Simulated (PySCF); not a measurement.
SiH₃⁺: from structure and modes to constants

These are results of PySCF, PBE0, basis Si def2-TZVP, H def2-TZVP (no relativity, density fitting), not measurements.

The singlet minimum has D3h symmetry. Masses (u): Si 27.97693, H 1.00782.

```xyz
4
charge 1 multiplicity 1, angstrom
Si    0.0000    0.0000    0.0000
H     1.4721    0.0000    0.0000
H    -0.7360    1.2749    0.0000
H    -0.7360   -1.2748    0.0000
```

Harmonic wavenumbers (cm⁻¹): 835.9 (a2'', ×1), 934.1 (e', ×2), 2270.3 (a1', ×1), 2349.2 (e', ×2).

Problem. What is the harmonic zero-point energy?

Solution. Half the sum of all 6 wavenumbers, 9673/2 = 4836 cm⁻¹, which is 57.9 kJ/mol (1 cm⁻¹ = 0.0119627 kJ/mol).

Problem. Find the vibrational entropy and heat capacity at 298.15 K.

Solution. With u = 1.43878 ω/T, each mode gives S = R[u/(eᵘ−1) − ln(1−e⁻ᵘ)] and C = R u² eᵘ/(eᵘ−1)².
```tsv
ω (cm⁻¹)	u	S (J/(mol K))	C (J/(mol K))
835.9	4.034	0.75	2.48
934.1 (×2)	4.508	0.51	1.90
2270.3	10.956	0.00	0.02
2349.2 (×2)	11.336	0.00	0.01
```
The sums over all modes are S = 1.8 and C = 6.3 J/(mol K); the softest mode gives 42 % of the entropy (each member, where degenerate).

Other isomers or separated fragments may lie lower.
